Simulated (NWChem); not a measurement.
# C4H7N (SMILES C=CC(=C)N): levels of theory compared

Wanted: a comparison of 4 runs (HF/STO-3G, HF/3-21G, B3LYP/6-31G*) of C4H7N. 

The results are computed with NWChem 7.3.0.

## (1) The system as given

C4H7N has 12 atoms, charge 0, and is taken as a singlet. SMILES: `C=CC(=C)N`. The shape is that of a PBE0-D4/def2-TZVP optimisation. This is one conformer, not always the lowest.

Bond lengths: C1–C2 1.331 Å, C2–C3 1.461 Å, C3–C4 1.342 Å, C3–N5 1.387 Å, C1–H6 1.083 Å, C1–H7 1.084 Å, C2–H8 1.085 Å, C4–H9 1.081 Å, C4–H10 1.084 Å, N5–H11 1.008 Å, N5–H12 1.007 Å. Some angles: C1–C2–C3 125.7°, C2–C3–C4 119.9°, C2–C3–N5 116.6°, C4–C3–N5 123.5°, C1–C2–H8 119.5°, C3–C2–H8 114.7°, C2–C1–H6 121.0°, C2–C1–H7 122.3°, C3–C4–H9 120.3°, C3–C4–H10 122.0°.

## (2) Energy and forces at HF/STO-3G (run 1)

Contents of mymol.nw:

```
start mymol
title "C4H7N gradient"
memory 2200 mb

geometry units bohr noautosym nocenter noautoz
 C     -3.39016867     0.79897621     1.10057649
 C     -0.92445402     0.59923215     1.55241001
 C      0.97434279    -0.30764741    -0.23527090
 C      3.34746086    -0.73548141     0.55047722
 N      0.14928836    -0.79425189    -2.67547425
 H     -4.66913531     1.50403302     2.53412273
 H     -4.22769529     0.22034207    -0.67784476
 H     -0.18613802     1.14063869     3.38752305
 H      3.84464780    -0.47677790     2.51446958
 H      4.80614045    -1.40557829    -0.72111949
 H     -1.12759958     0.45504605    -3.33763428
 H      1.54881953    -1.10322211    -3.92855164
end

basis spherical bse
 C library STO-3G
 N library STO-3G
 H library STO-3G
end

scf
 thresh 1e-08
 maxiter 80
end

task scf gradient
```

Launch:

```bash
$ nwchem mymol.nw > mymol.out
```

Output:

```text
[...]
  functions       =    32
[...]
  wavefunction    = RHF
[...]
         Total SCF energy =   -207.333767564245
      One-electron energy =   -604.153520238468
      Two-electron energy =    233.821847395329
 Nuclear repulsion energy =    162.997905278894
        Time for solution =      2.1s
[...]
                         RHF ENERGY GRADIENTS
    atom               coordinates                        gradient
                 x          y          z           x          y          z
   1 C      -3.390169   0.798976   1.100576   -0.024913   0.004040  -0.005155
   2 C      -0.924454   0.599232   1.552410    0.047774  -0.013873  -0.016415
   3 C       0.974343  -0.307647  -0.235271   -0.061782   0.005531  -0.032314
   4 C       3.347461  -0.735481   0.550477    0.022746  -0.002517   0.009712
   5 N       0.149288  -0.794252  -2.675474    0.017442   0.021322   0.024316
   6 H      -4.669135   1.504033   2.534123   -0.000009   0.000935   0.002029
   7 H      -4.227695   0.220342  -0.677845   -0.000166  -0.002369  -0.003436
   8 H      -0.186138   1.140639   3.387523    0.001370  -0.000096   0.001758
   9 H       3.844648  -0.476778   2.514470   -0.000891   0.000202   0.004231
  10 H       4.806140  -1.405578  -0.721119    0.003237  -0.001434  -0.003474
  11 H      -1.127600   0.455046  -3.337634    0.007694  -0.011650   0.007441
[...]
```

It took 3.3 s on 1 thread of AMD EPYC 9R14 (Zen 4), shared host; peak memory 0.096 GiB.

## (3) Energy and forces at HF/3-21G (run 2)

Contents of test.nw:

```
start test
title "C4H7N"
memory stack 880 mb heap 220 mb global 1100 mb
charge 0

geometry units bohr noautosym nocenter noautoz
  C     -3.39016867     0.79897621     1.10057649
  C     -0.92445402     0.59923215     1.55241001
  C      0.97434279    -0.30764741    -0.23527090
  C      3.34746086    -0.73548141     0.55047722
  N      0.14928836    -0.79425189    -2.67547425
  H     -4.66913531     1.50403302     2.53412273
  H     -4.22769529     0.22034207    -0.67784476
  H     -0.18613802     1.14063869     3.38752305
  H      3.84464780    -0.47677790     2.51446958
  H      4.80614045    -1.40557829    -0.72111949
  H     -1.12759958     0.45504605    -3.33763428
  H      1.54881953    -1.10322211    -3.92855164
end

basis spherical bse
  * library 3-21G
end

scf
  thresh 1e-08
  maxiter 80
  noprint "final vectors analysis"
end

task scf gradient
```

Launch:

```bash
$ nwchem test.nw > test.out
```

Output:

```text
[...]
  functions       =    59
[...]
  wavefunction    = RHF
[...]
         Total SCF energy =   -208.780199017567
      One-electron energy =   -603.994485106437
      Two-electron energy =    232.216380809976
 Nuclear repulsion energy =    162.997905278894
        Time for solution =      2.4s
[...]
                         RHF ENERGY GRADIENTS
    atom               coordinates                        gradient
                 x          y          z           x          y          z
   1 C      -3.390169   0.798976   1.100576   -0.006509   0.002195  -0.000689
   2 C      -0.924454   0.599232   1.552410    0.016833  -0.008220  -0.012362
   3 C       0.974343  -0.307647  -0.235271   -0.022780   0.010267  -0.012057
   4 C       3.347461  -0.735481   0.550477    0.008643  -0.002373   0.002065
   5 N       0.149288  -0.794252  -2.675474   -0.002028  -0.012997   0.017121
   6 H      -4.669135   1.504033   2.534123   -0.004618   0.002820   0.006045
   7 H      -4.227695   0.220342  -0.677845   -0.002923  -0.002381  -0.008289
   8 H      -0.186138   1.140639   3.387523    0.003438   0.002058   0.007761
   9 H       3.844648  -0.476778   2.514470    0.000331   0.000740   0.007948
  10 H       4.806140  -1.405578  -0.721119    0.005704  -0.002369  -0.005718
  11 H      -1.127600   0.455046  -3.337634   -0.001662   0.005879   0.000110
[...]
```

Run time: 3.6 s. Hardware: 1 thread of AMD EPYC 9R14 (Zen 4), shared host; peak memory 0.097 GiB.

Run 3 isn't shown in full; the table further down has it.

## (4) Energy and forces at B3LYP/6-31G(d) (Cartesian functions) (run 4)

Contents of run.xyz:

```xyz
12
C4H7N gradient
C     -1.794000     0.422800     0.582400
C     -0.489200     0.317100     0.821500
C      0.515600    -0.162800    -0.124500
C      1.771400    -0.389200     0.291300
N      0.079000    -0.420300    -1.415800
H     -2.470800     0.795900     1.341000
H     -2.237200     0.116600    -0.358700
H     -0.098500     0.603600     1.792600
H      2.034500    -0.252300     1.330600
H      2.543300    -0.743800    -0.381600
H     -0.596700     0.240800    -1.766200
H      0.819600    -0.583800    -2.078900
```

Contents of run.nw:

```
start run
title "C4H7N gradient"
memory total 2200 mb

geometry units angstroms noautosym nocenter noautoz
  load format xyz run.xyz
end

basis cartesian
  * library 6-31G*
end

dft
  xc b3lyp
  mult 1
  grid xfine
  convergence energy 1e-08
  maxiter 100
  mulliken
end

task dft gradient
```

Launch:

```bash
$ nwchem run.nw > run.out
```

Output:

```text
[...]
          Wavefunction type:  closed shell.
          No. of atoms     :    12
          No. of electrons :    38
[...]
          Charge           :     0
          Spin multiplicity:     1
[...]
          AO basis - number of functions:    89
[...]
              XC Information
              --------------
                         B3LYP Method XC Potential
                     Hartree-Fock (Exact) Exchange  0.200
                        Slater Exchange Functional  0.800 local
                    Becke 1988 Exchange Functional  0.720 non-local
              Lee-Yang-Parr Correlation Functional  0.810
                  VWN I RPA Correlation Functional  0.190 local
[...]
 d= 0,ls=0.0,diis     1   -211.2851298895 -3.74D+02  8.50D-03  6.17D-01     4.2
[...]
 d= 0,ls=0.0,diis    10   -211.3448620499 -5.73D-09  8.28D-07  8.50D-09    35.2
         Total DFT energy =     -211.344862049864
      One electron energy =     -606.475242856687
           Coulomb energy =      263.355902820863
    Exchange-Corr. energy =      -31.223439078162
 Nuclear repulsion energy =      162.997917064123
[...]
      Total Density - Mulliken Population Analysis
     ---------------------------------------------
    Atom       Charge   Shell Charges
 -----------   ------   -------------------------------------------------------
    1 C    6     6.36   1.99  0.70  2.07  0.59  1.00  0.01
    2 C    6     6.09   1.99  0.71  2.07  0.50  0.81  0.01
    3 C    6     5.63   1.99  0.72  2.06  0.35  0.49  0.02
    4 C    6     6.44   1.99  0.69  2.09  0.59  1.07  0.01
    5 N    7     7.78   1.99  0.77  2.56  0.88  1.56  0.02
    6 H    1     0.86   0.53  0.33
    7 H    1     0.86   0.53  0.33
    8 H    1     0.87   0.53  0.33
    9 H    1     0.86   0.53  0.33
   10 H    1     0.88   0.53  0.35
[...]
  wavefunction    = closed shell
[...]
```

Wall time 42 s (1 thread of AMD EPYC 9R14 (Zen 4), shared host); peak memory 0.16 GiB.

## (5) Overview of the runs

| run | level | iteration cap | module | energy (Eh) | dipole moment (D) | largest force (eV/Å) | wall time |
| --- | --- | --- | --- | --- | --- | --- | --- |
| 1 | HF/STO-3G | 80 | scf | -207.333768 | 1.32 | 3.597 | 3.3 s |
| 2 | HF/3-21G | 80 | scf | -208.780199 | 1.55 | 1.427 | 3.6 s |
| 3 | B3LYP/6-31G* (spherical functions) | 100 | dft | -211.340529 | – | 0.414 | 40 s |
| 4 | B3LYP/6-31G* (Cartesian functions) | 100 | dft | -211.344862 | 1.37 | 0.403 | 42 s |

## (6) Results

| quantity | value |
| --- | --- |
| run 4: total energy | -211.34486 Eh |
| run 4: dipole moment | 1.37 D |
| run 4: HOMO energy | -5.47 eV |
| run 4: LUMO energy | -0.31 eV |
| run 4: HOMO–LUMO gap | 5.16 eV |
| run 4: largest force on an atom | 0.403 eV/Å |

In words: Over runs 1, 2, 4 the dipole moment (its size) runs from 1.32 D (HF/STO-3G) to 1.55 D (HF/3-21G). In run 1 the basis is minimal, so the values are rough. All runs together took 89 s, the longest 42 s.
